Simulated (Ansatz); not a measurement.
**BH₅OSi (SMILES BO[SiH3]): single points off equilibrium**

The atoms stand at a structure displaced at random from a GFN2-xTB minimum. How far do the functionals agree with CCSD(T) there?

Method: single points in def2-TZVPP; program: Ansatz 0.2.0, Gaussian basis.

Cores are frozen in the correlated methods.

**1. Where the work starts**

SMILES `BO[SiH3]`, 8 atoms, charge 0, spin multiplicity 1.

Atoms are counted from 1 here; the program's logs count them from 0.

Bond lengths: B1–O2 1.362 Å, B1–H4 1.150 Å, B1–H5 1.210 Å, O2–Si3 1.519 Å, Si3–H6 1.628 Å, Si3–H7 1.394 Å, Si3–H8 1.520 Å. Angles: O2–B1–H4 134.3°, O2–B1–H5 114.5°, H4–B1–H5 105.7°, B1–O2–Si3 156.4°, O2–Si3–H6 106.7°, O2–Si3–H7 116.2°, O2–Si3–H8 98.6°, H6–Si3–H7 99.8°, H6–Si3–H8 114.6°, H7–Si3–H8 120.8°.

Geometry (Å):

```xyz
8
charge 0, multiplicity 1
B    -0.40540    0.91530   -1.14810
O    -0.04440   -0.09420   -0.30780
Si    0.46230   -0.71840    0.98050
H    -1.41210    1.32590   -1.52380
H     0.39040    1.14250   -2.03030
H    -0.52500   -0.20560    2.16880
H     1.68040   -0.23920    1.46030
H     0.29460   -2.18220    0.60560
```

**2. CCSD(T)/def2-TZVPP**

Input file run/in.yaml:

```yaml
crystal:
  periodic: [false, false, false]
  atoms:
    - {symbol: B, position_ang: [-0.405400, 0.915300, -1.148100]}
    - {symbol: O, position_ang: [-0.044400, -0.094200, -0.307800]}
    - {symbol: Si, position_ang: [0.462300, -0.718400, 0.980500]}
    - {symbol: H, position_ang: [-1.412100, 1.325900, -1.523800]}
    - {symbol: H, position_ang: [0.390400, 1.142500, -2.030300]}
    - {symbol: H, position_ang: [-0.525000, -0.205600, 2.168800]}
    - {symbol: H, position_ang: [1.680400, -0.239200, 1.460300]}
    - {symbol: H, position_ang: [0.294600, -2.182200, 0.605600]}
basis:
  gaussian: {orbitals: def2-TZVPP}
correlation: {method: ccsd_t}
output: {forces: true}
```

The command line of these runs was not kept.

**3. PBE0-D4/def2-TZVPP**

run/in.yaml, as its differences from that of step 2:

```diff
@@ -13,3 +13,3 @@
   gaussian: {orbitals: def2-TZVPP}
-correlation: {method: ccsd_t}
-output: {forces: true}
+hamiltonian: {xc: pbe0, dispersion: d4}
+output: {forces: true, orbitals: {seedname: orbitals}}
```

**4. wB97M-V/def2-TZVPP**

run/in.yaml, as its differences from that of step 3:

```diff
@@ -13,3 +13,3 @@
   gaussian: {orbitals: def2-TZVPP}
-hamiltonian: {xc: pbe0, dispersion: d4}
-output: {forces: true, orbitals: {seedname: orbitals}}
+hamiltonian: {xc: {name: wB97M-V}}
+output: {forces: true}
```

**5. r2SCAN-D4/def2-TZVPP**

run/in.yaml, as its differences from that of step 4:

```diff
@@ -13,3 +13,3 @@
   gaussian: {orbitals: def2-TZVPP}
-hamiltonian: {xc: {name: wB97M-V}}
+hamiltonian: {xc: r2scan, dispersion: d4}
 output: {forces: true}
```

**6. PBE-D4/def2-TZVPP**

run/in.yaml, as its differences from that of step 5:

```diff
@@ -13,3 +13,3 @@
   gaussian: {orbitals: def2-TZVPP}
-hamiltonian: {xc: r2scan, dispersion: d4}
+hamiltonian: {xc: pbe, dispersion: d4}
 output: {forces: true}
```

**7. SPW92/def2-TZVPP**

run/in.yaml, as its differences from that of step 6:

```diff
@@ -13,3 +13,3 @@
   gaussian: {orbitals: def2-TZVPP}
-hamiltonian: {xc: pbe, dispersion: d4}
+hamiltonian: {xc: lda}
 output: {forces: true}
```

**8. r2SCAN0-D4/def2-TZVPP**

run/in.yaml, as its differences from that of step 7:

```diff
@@ -13,3 +13,3 @@
   gaussian: {orbitals: def2-TZVPP}
-hamiltonian: {xc: lda}
+hamiltonian: {xc: {name: r2SCAN0}, dispersion: d4}
 output: {forces: true}
```

(Steps that only read results are left out.)

Q: Predict the outcome of this session. Wanted: energy less free atoms, CCSD(T)/def2-TZVPP; RMS force component; RMS force error; HOMO and LUMO, PBE0-D4; T1 diagnostic.

**Answer**, as computed:

```
                                  quantity                                                                                            value
energy less free atoms, CCSD(T)/def2-TZVPP                                                                                       -26.858 eV
                       RMS force component                                                             1.930 to 1.986 eV/Å over the methods
                           RMS force error  PBE0-D4 0.132, wB97M-V 0.057, r2SCAN-D4 0.092, PBE-D4 0.149, SPW92 0.258, r2SCAN0-D4 0.158 eV/Å
                    HOMO and LUMO, PBE0-D4                                                                               -7.95 and -1.29 eV
                             T1 diagnostic                                                                                            0.013
```

In words: Against CCSD(T) the functionals' energies less atoms differ by -3.900 to -0.344 eV, PBE-D4 by -0.562 eV. The reference is not at the basis limit: in triple zeta CCSD(T) underbinds, which counts against methods that bind more; the gaps are no ranking. The forces of wB97M-V come nearest to CCSD(T), those of SPW92 are farthest. Frozen-core CCSD(T) forces in triple zeta carry basis errors of their own, and this is one geometry, so small gaps rank nothing.
